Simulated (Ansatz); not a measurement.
**Si2 (triplet): the correlation ladder, def2-QZVPP**

An exercise on one series of results from a longer session: the logs are not shown, and one member is left open.

Method: def2-QZVPP, core rule «outside noble gas», up to 10 orbitals frozen; program: Ansatz 0.2.0, Gaussian basis.

To be run: UHF; ROHF; CCSD(T) on UHF.

## The geometry

The geometry is a PBE0/def2-TZVP stationary point (not a proven minimum) of the parent state, kept for this charge and spin.

2 atoms, charge 0, spin multiplicity 3.

Atoms are counted from 1 here; the program's logs count them from 0.

Bond lengths: Si1–Si2 2.273 Å.

Geometry (Å):

```xyz
2
charge 0, multiplicity 3
Si    0.0000    0.0000    0.0000
Si    0.0000    0.0000    2.2726
```

Set-up of the first run:

in.yaml

```yaml
crystal:
  periodic: [false, false, false]
  atoms:
    - {symbol: Si, position_ang: [0.000000, 0.000000, 0.000000]}
    - {symbol: Si, position_ang: [0.000000, 0.000000, 2.272600]}
basis:
  gaussian: {orbitals: "def2-QZVPP.json"}
magnetization: {spin_polarized: true, initial_magnetization: 2}
hamiltonian: {xc: hf}
output: {orbitals: {seedname: orbitals}}
```

Started as:

```bash
ansatz run in.yaml --threads 1 --pin off --events-out ev --progress --plain --max-ram 2393MiB
```

Steps of the session up to this table: UHF; ROHF; CCSD(T) on UHF.

One table of the session follows, with a row left open; its other results are not shown here.

| method | from UCCSD(T) (meV) |
| --- | --- |
| ROHF | +5841.1 |
| UHF | +5730.3 |
| UMP2 | +1099.5 |
| UCCSD | ? |
| UCCSD(T) | 0 |

Q: Estimate the row for UCCSD from the others.

The run gave: from UCCSD(T) (meV): +343.7. In the column «from UCCSD(T) (meV)» it lies between UCCSD(T) (0) and UMP2 (+1099.5).
